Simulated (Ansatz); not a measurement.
## SiH2O2 (SMILES O[Si]O): methods side by side

SiH2O2: 5 atoms, total charge 0, spin state singlet. As SMILES, `O[Si]O`. Geometry: optimised at r2SCAN/def2-SVP. This is one conformer, not always the lowest.

Each level gives the adiabatic electron affinity (to the doublet anion, shapes relaxed at r2SCAN/def2-SVP, no zero-point term) (eV). The values are calculated.

The electron affinity is E(neutral) − E(anion): positive where the electron is bound.

| level | kind | program | value (eV) | less CCSD(T)/def2-TZVPP | CPU time (all runs) |
| --- | --- | --- | --- | --- | --- |
| HF/def2-TZVPP | Hartree–Fock | Ansatz | -1.21 | -0.39 | 5.3 s |
| PBE/def2-TZVPP | GGA | Ansatz | -0.60 | +0.22 | 7.2 s |
| r2SCAN/def2-TZVPP | meta-GGA | Ansatz | -0.59 | +0.23 | 12 s |
| B3LYP/def2-TZVPP | global hybrid | Ansatz | -0.65 | +0.17 | 7.3 s |
| wB97M-V/def2-TZVPP | range-separated hybrid | Ansatz | -0.90 | -0.08 | 30 s |
| MP2/def2-TZVPP | perturbation theory | Ansatz | -0.89 | -0.07 | 7.5 s |
| CCSD(T)/def2-TZVPP | coupled cluster or CI | Ansatz | -0.82 | 0.00 | 1.9 min |

CCSD(T)/def2-TZVPP is the highest level here, not the true value. Sets without diffuse functions describe the anion poorly, and affinities from them come out too low, at high levels too. The values span -1.21 to -0.59 eV. Negative values mean that the anion is unbound at that level; they are set by how diffuse the basis is and aren't properties of the molecule, whose anion may well be bound. CPU times are rough (shared hosts, several kinds of processor and program).
